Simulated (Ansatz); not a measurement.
Reaction (SMILES): [OH] (OH) → OH+ (triplet, bonded as [OH]) + e-
B3LYP-D3(BJ)/def2-TZVP geometries, fixed; electronic energies without zero-point terms.

Energies in hartree at CCSD(T) with Ansatz (a quantum-chemistry and plane-wave program); the adiabatic ionisation energy is their sum with the coefficients shown, times 27.2114 eV a hartree. All functions are spherical. Cores are frozen. Open shells are unrestricted. No added dispersion term, no relativity.

```json
[
 {"species": "[OH] (OH)", "coefficient": "-1", "part": "Hartree-Fock", "aug-cc-pVDZ": "-75.40341", "aug-cc-pVTZ": "-75.42135", "aug-cc-pVQZ": "-75.42633"},
 {"species": "[OH] (OH)", "coefficient": "-1", "part": "correlation", "aug-cc-pVDZ": "-0.18067", "aug-cc-pVTZ": "-0.22422", "aug-cc-pVQZ": "-0.23814"},
 {"species": "OH+ (triplet, bonded as [OH])", "coefficient": "+1", "part": "Hartree-Fock", "aug-cc-pVDZ": "-74.98511", "aug-cc-pVTZ": "-75.00386", "aug-cc-pVQZ": "-75.00899"},
 {"species": "OH+ (triplet, bonded as [OH])", "coefficient": "+1", "part": "correlation", "aug-cc-pVDZ": "-0.13282", "aug-cc-pVTZ": "-0.16756", "aug-cc-pVQZ": "-0.17834"}
]
```

### Question
Predict the adiabatic ionisation energy in aug-cc-pV5Z (X = 5): let each Hartree-Fock step shrink by the ratio of the last two, and fit each correlation energy at X = 3 and 4 to E + A/X^3. Compare with the run.

### Answer

- [OH] (OH): steps -0.01794 and -0.00498, ratio 0.278, so Hartree-Fock -75.42771 (run: -75.42758); A = (-0.22422 - (-0.23814))/(1/27 - 1/64) = 0.6501, correlation -0.23814 - A/64 + A/125 = -0.24310 (run: -0.24300).
- OH+ (triplet, bonded as [OH]): steps -0.01875 and -0.00513, ratio 0.274, so Hartree-Fock -75.01040 (run: -75.01029); A = (-0.16756 - (-0.17834))/(1/27 - 1/64) = 0.5035, correlation -0.17834 - A/64 + A/125 = -0.18218 (run: -0.18213).
Predicted 13.01 eV; the run in aug-cc-pV5Z gives 13.01, a miss of 0.00. Keeping the value in aug-cc-pVQZ, 12.98, would miss by -0.03.
